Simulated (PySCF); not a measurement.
# Nitrogen: a sound run and one with changed settings

Sound run: N [He] 2s2 2p3, N⁺ [He] 2s2 2p2. Calculation: PySCF 2.14, in aug-cc-pVDZ-DK (4s3p2d, 23 functions); scalar relativity by spin-free X2C-1e. The sound run starts from symmetry-adapted Hartree-Fock orbitals and uses a fine grid where one is needed.

A second run was set up differently.

```
species  method  sound run (hartree)  changed run (hartree)  converged
      N     UHF            -54.42233              -54.41836         no
      N     LDA            -54.14947              -54.14607         no
      N    BP86            -54.61294              -54.60975         no
     N⁺     UHF            -53.91069              -53.90512         no
     N⁺     LDA            -53.59778              -53.59190         no
     N⁺    BP86            -54.06967              -54.06449         no
```

Q: What was changed?
A. basis contracted for another Hamiltonian
B. angular grid far too coarse
C. too few SCF iterations
D. level shift left on

A: C. It used initial guess atom, at most 2 SCF cycles. The SCF was stopped early; the energies are upper bounds that still move, and correlated levels were skipped or rest on poor orbitals.
